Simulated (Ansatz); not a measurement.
C2H4Cl2, SMILES `CC(Cl)Cl`, relaxed with RKS PBE0-D4/def2-TZVP in Ansatz 0.2.0 from a PBE-D4/def2-SVP geometry. The force threshold is 0.005 eV/Å; the program also tests the step.

Charge 0, multiplicity 1.

Start:

```xyz
8

C    -0.540    0.545    0.322
C     0.366   -0.451   -0.372
Cl    0.455   -1.991    0.560
Cl    2.012    0.245   -0.613
H    -0.142    0.788    1.326
H    -0.601    1.476   -0.275
H    -1.556    0.117    0.432
H     0.006   -0.728   -1.379
```

Task: By how much does the energy fall, and how many steps does the optimiser take? (Best estimate.)

Result: Ansatz gave: 0.04 eV, in 5 steps.

Task: Which bonds change most? (An estimate is asked.)

Result: Ansatz gave: C2–Cl4 from 1.803 to 1.777 Å; C2–Cl3 from 1.802 to 1.777 Å; C2–H8 from 1.105 to 1.087 Å; C1–H5 from 1.107 to 1.090 Å.

Task: Give the relaxed structure. (An estimate is asked.)

Result: Ansatz gave: 
```xyz
8

C    -0.535    0.541    0.320
C     0.364   -0.447   -0.369
Cl    0.454   -1.967    0.548
Cl    1.989    0.232   -0.603
H    -0.145    0.785    1.308
H    -0.598    1.456   -0.273
H    -1.534    0.115    0.429
H     0.006   -0.715   -1.360
```
